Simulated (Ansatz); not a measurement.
## Ansatz (development build ahead of 0.2.0) run

```yaml
crystal:
  periodic: [false, false, false]
  atoms:
    - { symbol: C, position_ang: [-0.14083, -0.46158, 0.07591] }
    - { symbol: H, position_ang: [-0.81607, -0.79876, 0.85895] }
    - { symbol: H, position_ang: [0.22489, -1.28694, -0.53069] }
    - { symbol: F, position_ang: [0.89539, 0.15814, 0.63418] }
    - { symbol: F, position_ang: [-0.78212, 0.4011, -0.70766] }
basis:
  gaussian: { orbitals: def2-SVP }
total_charge: 1
magnetization:
  spin_polarized: true
  initial_magnetization: 1
hamiltonian:
  xc: pbe0
output:
  forces: true
```

The input is written out in the form of the current development build from the run's settings.

Results

```
Converged                       : yes
Total energy                    : -238.09301 hartree
Spin squared of the determinant : 0.753
Stability test                  : minimum
```

Forces (eV/Å):
| atom | Fx | Fy | Fz |
| --- | --- | --- | --- |
| C1 | 1.653 | 6.202 | -0.943 |
| H2 | -1.292 | -1.263 | 1.387 |
| H3 | 0.407 | -2.059 | -0.882 |
| F4 | -1.170 | -1.326 | -0.409 |
| F5 | 0.402 | -1.554 | 0.847 |
